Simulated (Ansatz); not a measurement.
Relaxation of CH₅FSi (8 atoms, charge 0, multiplicity 1), to a largest force component of 0.02 eV/Å in at most 40 steps.

Method: RKS PBE0-D4/6-31G* (Ansatz).

```xyz
8
Properties=species:S:1:pos:R:3
Si 0.000 0.000 0.000
F 0.000 0.000 1.590
H 1.377 0.000 -0.486
C -0.881 1.526 -0.623
H -1.933 1.272 -0.867
H -0.862 2.311 0.162
H -0.370 1.903 -1.534
H -0.688 -1.191 -0.486
```

**Question.** Where does it end, and by what steps?

**Answer.** The run converged. After 7 steps the energy has fallen by 0.095 eV; H6 moved furthest, 0.43 Å.

```csv
step,energy less start (eV),largest force component (eV/Å),accepted
0,0.0000,0.901,yes
1,-0.0541,0.507,yes
2,-0.0660,0.130,yes
3,-0.0853,0.160,yes
4,-0.0491,0.905,no
5,-0.0933,0.137,yes
6,-0.0951,0.040,yes
7,-0.0954,0.010,yes
```

```xyz
8
Properties=species:S:1:pos:R:3
Si 0.004 0.007 -0.008
F -0.254 -0.181 1.575
H 1.472 0.129 -0.225
C -0.883 1.530 -0.619
H -1.965 1.447 -0.476
H -0.539 2.428 -0.096
H -0.695 1.671 -1.690
H -0.498 -1.211 -0.704
```

Whether the end is a true minimum wasn't checked by a vibrational analysis.

The run took 14 s on 1 thread of Arm Neoverse V2 (shared host), peak memory 0.13 GiB.
